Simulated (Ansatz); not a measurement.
Born–Oppenheimer molecular dynamics of BFH4 (6 atoms, charge 0, multiplicity 1). It starts at the highest image of a converged band, a first-order saddle point between two minima.

Computed with RKS B3LYP-D4/def2-SVP (Ansatz 0.2.0).

```yaml
ensemble: NVE (velocity Verlet)
time_step: 0.5 fs
steps_asked: 200
starting_velocities_drawn_for: 100 K
seed: 5021
```

First frame:

```xyz
6
Properties=species:S:1:pos:R:3
B 0.011 -0.224 0.020
F 0.013 0.050 1.634
H 1.057 0.122 -0.456
H -1.058 0.064 -0.443
H 0.048 -1.518 0.278
H 0.040 -1.020 1.231
```

What does the run give?

The run went to its last step.

```yaml
steps_done: 200
time_covered: 100 fs
mean_temperature_over_the_second_half: 417 K
spread_of_the_potential_energy_over_the_second_half: 4.8 meV per atom
mean_potential_energy_of_the_second_half_above_the_start: -27.3 meV per atom
```

The conserved energy stayed within 0.058 meV per atom of its start (net change 0.011 meV per atom), so the integration is sound. The kinetic energy rose, since the run started high on the potential surface and went downhill. It ends in pieces (BH3 + FH), so much of that is their flight and rotation, not heat. A run of 0.1 ps of so small a system gives no equilibrium averages. The orbitals stay closed-shell, which can raise the energy where a bond breaks towards radicals; this wasn't checked here.

What happens to the structure?

Between its relaxed ends the band would form B1–H5, F2–H6 and break B1–F2, H5–H6. These pairs go: B1–H5 1.32 → 1.21 Å, F2–H6 1.14 → 0.93 Å, B1–F2 1.64 → 3.14 Å, H5–H6 1.08 → 3.64 Å. In the last frame they stand as after the step (other bonds may differ from the relaxed reactants and products). It ends as BH3 + FH. Pairs count as bonded within 1.25 times the sum of covalent radii (0.12 Å more for H–H). Another seed would give other details.

How do temperature and energy run in time?


| time (fs) | T (K) | potential energy less start (eV) | conserved less start (meV/atom) |
| --- | --- | --- | --- |
| 0.0 | 100 | 0.000 | 0.00 |
| 3.0 | 48 | 0.027 | 0.05 |
| 6.0 | 47 | 0.027 | 0.01 |
| 9.0 | 13 | 0.045 | 0.05 |
| 12.0 | 52 | 0.025 | 0.02 |
| 15.0 | 60 | 0.021 | 0.05 |
| 18.0 | 110 | -0.005 | 0.01 |
| 21.0 | 130 | -0.015 | 0.06 |
| 24.0 | 268 | -0.087 | 0.02 |
| 27.0 | 426 | -0.168 | 0.04 |
| 30.0 | 633 | -0.275 | 0.00 |
| 33.0 | 731 | -0.326 | 0.02 |
| 36.0 | 786 | -0.354 | 0.01 |
| 39.0 | 767 | -0.345 | 0.02 |
| 42.0 | 720 | -0.320 | 0.02 |
| 45.0 | 656 | -0.287 | 0.03 |
| 48.0 | 597 | -0.257 | 0.03 |
| 51.0 | 549 | -0.232 | 0.02 |
| 54.0 | 498 | -0.205 | 0.04 |
| 57.0 | 479 | -0.196 | 0.03 |
| 60.0 | 454 | -0.183 | 0.04 |
| 63.0 | 458 | -0.185 | 0.01 |
| 66.0 | 429 | -0.170 | 0.04 |
| 69.0 | 434 | -0.172 | 0.02 |
| 72.0 | 409 | -0.159 | 0.04 |
| 75.0 | 430 | -0.170 | 0.01 |
| 78.0 | 392 | -0.151 | 0.05 |
| 81.0 | 405 | -0.157 | 0.01 |
| 84.0 | 366 | -0.137 | 0.05 |
| 87.0 | 393 | -0.152 | 0.01 |
| 90.0 | 358 | -0.133 | 0.05 |
| 93.0 | 376 | -0.143 | 0.01 |
| 96.0 | 326 | -0.116 | 0.05 |
| 99.0 | 349 | -0.129 | 0.01 |

Time of the run: 2.7 min on 1 thread of Arm Neoverse V1, on a shared host, peak memory 0.088 GiB.
